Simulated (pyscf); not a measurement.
Thermochemistry of product channels of HO–PH₂ + H• on the doublet surface, in kcal/mol, from ωB97M-D3(BJ)/def2-TZVP energies (ideal gas, 1 atm, RRHO with modes under 100 cm⁻¹ raised to 100, one conformer, R ln 2 for rigid chiral ones). Single points on ωB97X-D3(BJ)/def2-SVP structures (PySCF, gas phase).

```
products                         ΔE  ΔH(298 K)  ΔG(298 K)   ΔG(900 K)
-----------------------  ----------  ---------  ---------  ----------
PH₂• + O [triplet] + H₂       +91.6      +88.2      +78.7  (withheld)
PH [triplet] + OH• + H₂  (withheld)      +64.8      +54.6       +33.5
•O–PH₂ + H₂                   -17.8      -18.6      -19.7       -21.6
HO–PH• + H₂                   -26.1      -25.4      -26.7       -29.3
PH₂• + H₂O               (withheld)      -25.6      -28.3       -33.1
```

Task: Some entries are withheld; supply them.

Result: 
- PH₂• + O [triplet] + H₂, ΔG(900 K): +59.0
- PH [triplet] + OH• + H₂, ΔE: +67.6
- PH₂• + H₂O, ΔE: -28.2

These are energies of the channels, which say nothing of barriers. Left out: orbital degeneracy and the spin-orbit lowering of OH, O.
